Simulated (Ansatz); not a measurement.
System: HO, net charge 0, doublet state. 
Structure (B3LYP-D3(BJ)/def2-TZVP (Ansatz, a program for electronic structure) minimum search):
```
O
H 1 0.9767
```
Charge 0, spin multiplicity 2.

Property: vertical ionisation energy (to the triplet state of charge +1; each state is the SCF solution reached for its spin), in eV. Cores are frozen in the correlated levels unless marked. Open shells are spin-unrestricted. No spin-orbit coupling. No relativistic terms. CBS marks a two-point X^-3 extrapolation of the correlation energy; Hartree-Fock from the larger set.

CCSD(T)/CBS(aug-cc-pVTZ,aug-cc-pVQZ) (Ansatz) gives 13.09 eV.

Task: Another calculation gave 12.92 eV. Which level was it?
(A) PBE/def2-TZVPD (Ansatz)
(B) SVWN5/def2-TZVPD (Ansatz)
(C) BHLYP/def2-TZVPD (Ansatz)
(D) r2SCAN/def2-TZVPD (Ansatz)

Result: C, BHLYP/def2-TZVPD (Ansatz). The others give 13.12 (r2SCAN), 13.27 (PBE), 13.49 (SVWN5) eV.
